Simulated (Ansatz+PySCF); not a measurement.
Values are calculated unless marked as measured or tabulated.
Input for PySCF 2.14.0:

```python
from pyscf import gto, scf, cc

mol = gto.M(atom="""
C 0.000000 0.000000 -0.480990
O 0.000000 0.000000 0.619420
H 0.000000 -0.868880 -1.034720
H 0.000000 0.868880 -1.034720
""", basis='def2-svp', charge=0, spin=0)
mf = scf.RHF(mol)
mf.kernel()
mycc = cc.CCSD(mf, frozen=2).run()
et = mycc.ccsd_t()
print(mf.e_tot, mycc.e_corr, et, mycc.e_tot + et)
```

The script is written out from the run's settings.

The run gave:

```
Converged               : yes
Reference energy        : -113.75621 hartree
CCSD correlation energy : -0.31915 hartree
Triples correction      : -0.00798 hartree
Total energy            : -114.08335 hartree
```
